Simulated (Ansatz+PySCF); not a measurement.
# singlet C₄H₁₀: levels of theory in one basis

```yaml
atoms:
  - { symbol: C, position_ang: [-0.0091, -0.4246, -1.9121] }
  - { symbol: C, position_ang: [-0.0049, 0.4090, -0.6455] }
  - { symbol: C, position_ang: [-0.0093, -0.4113, 0.6384] }
  - { symbol: C, position_ang: [-0.0088, 0.4261, 1.9114] }
  - { symbol: H, position_ang: [-0.0047, 0.2014, -2.8054] }
  - { symbol: H, position_ang: [0.8868, -1.0795, -1.9669] }
  - { symbol: H, position_ang: [-0.8947, -1.0804, -1.9608] }
  - { symbol: H, position_ang: [-0.8793, 1.0839, -0.6454] }
  - { symbol: H, position_ang: [0.8884, 1.0881, -0.6377] }
  - { symbol: H, position_ang: [0.8847, -1.0748, 0.6347] }
  - { symbol: H, position_ang: [-0.8868, -1.0898, 0.6321] }
  - { symbol: H, position_ang: [0.0009, -0.2162, 2.8165] }
  - { symbol: H, position_ang: [0.8816, 1.0683, 1.9527] }
  - { symbol: H, position_ang: [-0.8874, 1.0837, 1.9572] }
```

Basis set: def2-SVP (spherical functions). Frozen core: 4 orbitals. Charge 0, multiplicity 1.

Computed with Ansatz (development build ahead of 0.2.0); each method stands on the lowest determinant of its kind that the runs found.

```
method  E − E(RHF) (eV)  <S²> of the determinant
   RHF             0.00                     0.00
```

Problem. What does RHF-MP2 give on the same scale?

Solution. -16.03 eV.

Problem. Is a single determinant a sound starting point here?

Solution. By this sign, yes. Unrestricted orbitals gain 0.00 eV and <S²> is 0.00 against 0.00 for a pure state.
